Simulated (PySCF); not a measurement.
Geometry:
```tsv
atom	x (Å)	y (Å)	z (Å)
C1	-1.421	-1.098	0.380
C2	-0.416	-0.096	0.923
N3	0.421	0.499	-0.092
C4	1.418	-0.316	-0.738
C5	0.279	1.797	-0.445
O6	0.919	2.375	-1.294
H7	-0.927	-1.937	-0.114
H8	-2.026	-1.503	1.193
H9	-2.088	-0.623	-0.342
H10	-0.940	0.716	1.433
H11	0.226	-0.577	1.671
H12	1.973	0.316	-1.429
H13	0.964	-1.139	-1.297
H14	2.106	-0.737	0.003
H15	-0.510	2.299	0.147
```

Geometry: PBE0-D3(BJ)/def2-TZVP; GIAO absolute shieldings from PySCF, gas phase, non-relativistic, averaged over equivalent atoms.

At B97-2/pcSseg-2 (342 basis functions, 48 s wall time on 1 thread of an Arm Neoverse V2, shared host):
```
      atoms  σ (ppm)
         C5     20.2
         C2    137.6
         C4    157.2
         C1    169.5
         N3    126.1
         O6    -63.6
        H15    23.44
    H10/H11    28.42
H12/H13/H14    28.75
   H7/H8/H9    30.53
```

Task: Predict the values at wB97X-D/pcSseg-2 on the same geometry.

Result: 
```json
{"atoms": "C5", "σ at wB97X-D/pcSseg-2": "15.5", "change": "-4.7"}
{"atoms": "C2", "σ at wB97X-D/pcSseg-2": "138.5", "change": "+0.9"}
{"atoms": "C4", "σ at wB97X-D/pcSseg-2": "158.1", "change": "+0.9"}
{"atoms": "C1", "σ at wB97X-D/pcSseg-2": "170.5", "change": "+1.0"}
{"atoms": "N3", "σ at wB97X-D/pcSseg-2": "127.8", "change": "+1.7"}
{"atoms": "O6", "σ at wB97X-D/pcSseg-2": "-71.3", "change": "-7.7"}
{"atoms": "H15", "σ at wB97X-D/pcSseg-2": "23.46", "change": "+0.02"}
{"atoms": "H10/H11", "σ at wB97X-D/pcSseg-2": "28.47", "change": "+0.05"}
{"atoms": "H12/H13/H14", "σ at wB97X-D/pcSseg-2": "28.75", "change": "+0.00"}
{"atoms": "H7/H8/H9", "σ at wB97X-D/pcSseg-2": "30.53", "change": "+0.00"}
```

The largest change is at O6 (amide-type carbonyl oxygen). Cost: 342 basis functions, 66 s wall time on 1 thread of an Arm Neoverse V2, shared host. The order of the carbon signals is the same at both levels.
